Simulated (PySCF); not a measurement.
## Basis-set dependence of population analyses: `[NH3+][AlH2-][F]`

Species: AlFH₅N.
Numbering: `[NH3+:1][AlH2-:2][F:3]` (hydrogens: H4, H5, H6 on N1; H7, H8 on Al2)

PBE0 throughout (PySCF), one geometry, spherical d and f functions. Isolated species at its PBE0-D3(BJ)/def2-SVP geometry, gas phase. Atoms taken as equivalent share a column and are averaged.

Mulliken charges (e):

```json
{"basis": "STO-3G", "functions": "24", "N1": "-0.492", "Al2": "+0.713", "F3": "-0.344", "H4/H5/H6": "+0.235", "H7/H8": "-0.291"}
{"basis": "6-31G", "functions": "41", "N1": "-0.973", "Al2": "+0.860", "F3": "-0.567", "H4/H5/H6": "+0.387", "H7/H8": "-0.241"}
{"basis": "pcSseg-0", "functions": "41", "N1": "-0.922", "Al2": "+1.042", "F3": "-0.551", "H4/H5/H6": "+0.367", "H7/H8": "-0.335"}
{"basis": "6-31G*", "functions": "56", "N1": "-0.981", "Al2": "+0.600", "F3": "-0.503", "H4/H5/H6": "+0.404", "H7/H8": "-0.164"}
{"basis": "cc-pVDZ", "functions": "71", "N1": "-0.144", "Al2": "+0.459", "F3": "-0.440", "H4/H5/H6": "+0.150", "H7/H8": "-0.164"}
{"basis": "def2-SVP", "functions": "71", "N1": "-0.248", "Al2": "+0.668", "F3": "-0.452", "H4/H5/H6": "+0.171", "H7/H8": "-0.241"}
{"basis": "aug-cc-pVDZ", "functions": "118", "N1": "-0.242", "Al2": "+0.404", "F3": "-0.652", "H4/H5/H6": "+0.111", "H7/H8": "+0.079"}
{"basis": "6-311+G(2d,p)", "functions": "119", "N1": "-0.800", "Al2": "+0.854", "F3": "-0.593", "H4/H5/H6": "+0.305", "H7/H8": "-0.188"}
{"basis": "def2-TZVP", "functions": "129", "N1": "-0.549", "Al2": "+0.404", "F3": "-0.410", "H4/H5/H6": "+0.287", "H7/H8": "-0.153"}
{"basis": "IGLO-III", "functions": "164", "N1": "-0.688", "Al2": "+1.117", "F3": "-0.640", "H4/H5/H6": "+0.296", "H7/H8": "-0.339"}
{"basis": "cc-pVTZ", "functions": "164", "N1": "-0.108", "Al2": "+0.312", "F3": "-0.383", "H4/H5/H6": "+0.160", "H7/H8": "-0.150"}
```

IAO charges (e):

```json
{"basis": "STO-3G", "functions": "24", "N1": "-0.528", "Al2": "+0.966", "F3": "-0.527", "H4/H5/H6": "+0.253", "H7/H8": "-0.335"}
{"basis": "6-31G", "functions": "41", "N1": "-0.635", "Al2": "+0.766", "F3": "-0.585", "H4/H5/H6": "+0.301", "H7/H8": "-0.225"}
{"basis": "pcSseg-0", "functions": "41", "N1": "-0.609", "Al2": "+0.775", "F3": "-0.568", "H4/H5/H6": "+0.293", "H7/H8": "-0.238"}
{"basis": "6-31G*", "functions": "56", "N1": "-0.623", "Al2": "+0.834", "F3": "-0.598", "H4/H5/H6": "+0.294", "H7/H8": "-0.248"}
{"basis": "cc-pVDZ", "functions": "71", "N1": "-0.616", "Al2": "+0.829", "F3": "-0.600", "H4/H5/H6": "+0.293", "H7/H8": "-0.246"}
{"basis": "def2-SVP", "functions": "71", "N1": "-0.606", "Al2": "+0.846", "F3": "-0.595", "H4/H5/H6": "+0.290", "H7/H8": "-0.257"}
{"basis": "aug-cc-pVDZ", "functions": "118", "N1": "-0.633", "Al2": "+0.845", "F3": "-0.617", "H4/H5/H6": "+0.299", "H7/H8": "-0.246"}
{"basis": "6-311+G(2d,p)", "functions": "119", "N1": "-0.640", "Al2": "+0.863", "F3": "-0.619", "H4/H5/H6": "+0.301", "H7/H8": "-0.253"}
{"basis": "def2-TZVP", "functions": "129", "N1": "-0.639", "Al2": "+0.869", "F3": "-0.618", "H4/H5/H6": "+0.300", "H7/H8": "-0.256"}
{"basis": "IGLO-III", "functions": "164", "N1": "-0.641", "Al2": "+0.870", "F3": "-0.620", "H4/H5/H6": "+0.301", "H7/H8": "-0.255"}
{"basis": "cc-pVTZ", "functions": "164", "N1": "-0.639", "Al2": "+0.861", "F3": "-0.616", "H4/H5/H6": "+0.300", "H7/H8": "-0.253"}
```

Hirshfeld charges (e):

```
        basis  functions      N1     Al2      F3  H4/H5/H6   H7/H8
       STO-3G         24  -0.092  +0.449  -0.297    +0.134  -0.231
        6-31G         41  -0.133  +0.392  -0.364    +0.163  -0.191
     pcSseg-0         41  -0.129  +0.409  -0.353    +0.164  -0.208
       6-31G*         56  -0.128  +0.366  -0.339    +0.162  -0.193
      cc-pVDZ         71  -0.145  +0.384  -0.333    +0.163  -0.198
     def2-SVP         71  -0.144  +0.387  -0.334    +0.165  -0.202
  aug-cc-pVDZ        118  -0.171  +0.418  -0.347    +0.163  -0.195
6-311+G(2d,p)        119  -0.162  +0.415  -0.349    +0.163  -0.196
    def2-TZVP        129  -0.163  +0.396  -0.337    +0.165  -0.195
     IGLO-III        164  -0.169  +0.397  -0.336    +0.165  -0.194
      cc-pVTZ        164  -0.164  +0.393  -0.334    +0.166  -0.196
```

ESP-fitted charges (e):

```csv
basis,functions,N1,Al2,F3,H4/H5/H6,H7/H8
STO-3G,24,-0.655,+0.658,-0.342,+0.311,-0.297
6-31G,41,-0.845,+0.964,-0.535,+0.369,-0.346
pcSseg-0,41,-0.831,+1.135,-0.535,+0.363,-0.429
6-31G*,56,-0.776,+0.771,-0.428,+0.349,-0.306
cc-pVDZ,71,-0.730,+0.810,-0.452,+0.332,-0.312
def2-SVP,71,-0.694,+0.870,-0.461,+0.322,-0.341
aug-cc-pVDZ,118,-0.777,+0.905,-0.478,+0.338,-0.332
"6-311+G(2d,p)",119,-0.795,+0.930,-0.489,+0.344,-0.339
def2-TZVP,129,-0.785,+0.897,-0.468,+0.343,-0.336
IGLO-III,164,-0.766,+0.904,-0.471,+0.336,-0.337
cc-pVTZ,164,-0.770,+0.872,-0.458,+0.339,-0.330
```

Some averages cover members that differ in this geometry, most widely: H4/H5/H6, ESP-fitted in 6-31G +0.350 to +0.379 e.

**Question.** Which scheme is steadiest as the basis changes?

**Answer.** Largest range over the bases for any column: Hirshfeld 0.08 e, IAO 0.20 e, ESP-fitted 0.48 e, Mulliken 0.87 e. Hirshfeld charges move least and Mulliken charges most, counted in e. Without the minimal STO-3G basis the ranges are Hirshfeld 0.05, IAO 0.10, ESP-fitted 0.36, Mulliken 0.87 e.

**Question.** What do the same runs give for the total energy, the frontier levels and the dipole moment?

**Answer.** 
| basis | energy (Eh) | HOMO (eV) | LUMO (eV) | μ (D) |
| --- | --- | --- | --- | --- |
| STO-3G | -394.7001 | -2.19 | 8.13 | 5.55 |
| 6-31G | -399.7707 | -7.47 | 0.24 | 6.21 |
| pcSseg-0 | -399.2125 | -7.51 | 0.26 | 6.27 |
| 6-31G* | -399.8197 | -7.34 | 0.38 | 5.86 |
| cc-pVDZ | -399.8471 | -7.43 | 0.25 | 5.79 |
| def2-SVP | -399.6506 | -7.42 | 0.23 | 5.88 |
| aug-cc-pVDZ | -399.8694 | -7.58 | -0.97 | 5.63 |
| 6-311+G(2d,p) | -399.9136 | -7.59 | -0.76 | 5.69 |
| def2-TZVP | -399.9300 | -7.54 | -0.28 | 5.70 |
| IGLO-III | -399.9364 | -7.56 | -0.46 | 5.66 |
| cc-pVTZ | -399.9231 | -7.53 | -0.18 | 5.67 |

The dipole is fixed by the density alone, so its range of 0.72 D shows that the density itself changes with the basis, not only its division among atoms.
